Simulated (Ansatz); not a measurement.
A nudged elastic band was laid between two geometries of C₂H₈N₂ (12 atoms, charge 0, multiplicity 1).

The calculation used Ansatz, RKS PBE/def2-SVP.

```json
{
  "movable images": "5",
  "climbing image": "yes",
  "spring": "5.0 eV/Å²",
  "optimiser": "quadratic models (default)",
  "start path": "through a guess of the saddle point",
  "force threshold": "0.03 eV/Å",
  "iteration limit": "60",
  "end points": "relaxed"
}
```

First end point:

```xyz
12
Properties=species:S:1:pos:R:3
C -1.103 0.983 -0.243
N -0.857 -0.036 0.770
N 0.463 -0.508 0.924
C 1.225 -0.815 -0.280
H -0.853 0.706 -1.299
H -2.179 1.251 -0.215
H -0.530 1.904 0.002
H -1.473 -0.846 0.632
H 0.973 0.154 1.521
H 1.386 0.030 -0.996
H 0.725 -1.634 -0.842
H 2.224 -1.190 0.024
```

Last end point:

```xyz
12
Properties=species:S:1:pos:R:3
C -0.998 1.093 -0.141
N -0.437 0.005 0.773
N 0.942 -0.192 0.801
C 1.297 -0.897 -0.389
H -0.732 0.833 -1.180
H -2.101 1.163 -0.034
H -0.497 2.035 0.144
H -1.008 -0.875 0.526
H -0.733 0.251 1.734
H 1.233 -0.348 -1.379
H 0.680 -1.844 -0.552
H 2.355 -1.224 -0.302
```

What changes between the two ends?

Bonds broken: N3–H9. Bonds formed: N2–H9.

Give the energies along the band, and the barrier.

The run converged. The highest image is number 3 of 0 to 6, 261.7 kJ/mol above the first end and 98.3 kJ/mol above the last; the last end lies 163.5 kJ/mol above the first. Neighbouring images differ by up to 1.3 eV, so the band resolves the path poorly. A vibrational analysis at the climbing image gives one clearly imaginary mode, 1345i cm⁻¹: a first-order saddle point. The orbitals stay closed-shell, which can raise the energy where a bond breaks towards radicals; this wasn't checked here.

```csv
image,path coordinate (Å),energy (kJ/mol),N3–H9 (Å),N2–H9 (Å)
0,0.00,0.0,1.03,1.99
1,0.51,8.4,1.02,1.90
2,1.01,133.7,1.06,1.52
3,1.52,261.7,1.39,1.12
4,2.18,190.4,1.85,1.02
5,2.84,167.4,1.94,1.03
6,3.51,163.5,1.97,1.04
```

What is the geometry of the highest image?


```xyz
12
Properties=species:S:1:pos:R:3
C -1.029 0.955 -0.229
N -0.736 -0.021 0.816
N 0.696 -0.680 0.928
C 1.299 -0.820 -0.367
H -0.991 0.509 -1.244
H -2.035 1.392 -0.066
H -0.276 1.767 -0.179
H -1.483 -0.723 0.954
H 0.000 0.319 1.592
H 1.482 0.105 -0.985
H 0.769 -1.549 -1.045
H 2.304 -1.255 -0.175
```

Time of the run: 3 min on 2 threads of Intel(R) Xeon(R) Platinum 8259CL CPU @ 2.50GHz (Skylake/Cascade Lake), on a shared host, peak memory 0.2 GiB.
